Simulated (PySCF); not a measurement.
Simulated outer-valence photoelectron spectrum of `C=O` (CH2O). Method: EOM-IP-CCSD/aug-cc-pVTZ in PySCF, restricted Hartree–Fock reference, frozen core, non-relativistic, gas phase, PBE0-D3(BJ)/def2-SVP geometry.

Each root has a Gaussian of 0.8 eV full width with its one-hole share as area; cross sections and vibrations are left out, and the highest printed point is 100.

ionisation energy (eV), intensity and a bar:
```
      9.8          1 
     10.0          5 ##
     10.2         18 #####
     10.4         45 #############
     10.6         80 ########################
     10.8        100 ##############################
     11.0         89 ###########################
     11.2         56 #################
     11.4         25 #######
     11.6          8 ##
     11.8          2 #
     12.0          0 
     12.2          0 
     12.4          0 
     12.6          0 
     12.8          0 
     13.0          0 
     13.2          0 
     13.4          0 
     13.6          0 
     13.8          2 #
     14.0         10 ###
     14.2         29 #########
     14.4         62 ##################
     14.6         92 ############################
     14.8         98 #############################
     15.0         74 ######################
     15.2         40 ############
     15.4         22 ######
     15.6         27 ########
     15.8         53 ################
     16.0         86 ##########################
     16.2        100 ##############################
     16.4         83 #########################
     16.6         54 ################
     16.8         42 #############
     17.0         58 #################
     17.2         86 ##########################
     17.4         98 #############################
     17.6         80 ########################
     17.8         46 ##############
     18.0         19 ######
     18.2          5 ##
     18.4          1
```

Question: Where are the maxima, and how many lines lie under the curve?

Answer: 4 maxima, at 10.8, 14.7, 16.2 and 17.4 eV, from 4 lines.

Question: List the lines with their holes.

Answer: 
| E (eV) | leading hole (HF orbital) | area | Koopmans (eV) |
| --- | --- | --- | --- |
| 10.83 | HOMO | 0.95 | 11.99 |
| 14.73 | HOMO-1 | 0.95 | 14.77 |
| 16.18 | HOMO-2 | 0.94 | 17.85 |
| 17.38 | HOMO-3 | 0.93 | 18.82 |

The widest gap, 3.90 eV, lies between 10.83 and 14.73 eV. Only orbitals with −ε under 21 eV, eight at most, were ionised, so the high end of the curve may lack lines.

Time: 6.1 min. Hardware: an x86-64 server with one thread (shared host).
